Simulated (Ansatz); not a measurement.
Mulliken charges of `N/C(O)=N\C=O` from B3LYP/def2-TZVPP in Ansatz (PBE0-D4/def2-TZVP geometry).

| atom | x (Å) | y (Å) | z (Å) | charge (e) |
| --- | --- | --- | --- | --- |
| N1 | -0.727 | -1.116 | -0.062 | -0.255 |
| C2 | 0.168 | -0.374 | 0.571 | 0.398 |
| O3 | 0.615 | -0.900 | 1.708 | -0.268 |
| N4 | 0.643 | 0.788 | 0.205 | -0.361 |
| C5 | 0.193 | 1.338 | -0.957 | 0.165 |
| O6 | -0.627 | 0.880 | -1.740 | -0.382 |
| H7 | -1.018 | -1.998 | 0.319 | 0.181 |
| H8 | -1.075 | -0.723 | -0.933 | 0.207 |
| H9 | 1.251 | -0.261 | 2.056 | 0.224 |
| H10 | 0.660 | 2.314 | -1.163 | 0.090 |

Problem. By hand: the dipole of these point charges (1 e Å = 4.8032 D).

Solution. Σ q r = (0.060, -0.384, 0.439) e Å, of length 0.586 e Å = 2.81 D.

Problem. How does the dipole of the full density compare? (Estimate.)

Solution. The calculation gave: (0.023, -0.404, 0.404) e Å, 2.75 D; the point charges give 1.02 times that, at 5° from its direction.

Point charges leave out the atoms' own dipoles, such as those of lone pairs, and Mulliken's split depends on the basis, so the close match here is no proof of good charges.

B3LYP here is the variant with VWN-RPA as its local correlation; programs differ in this.
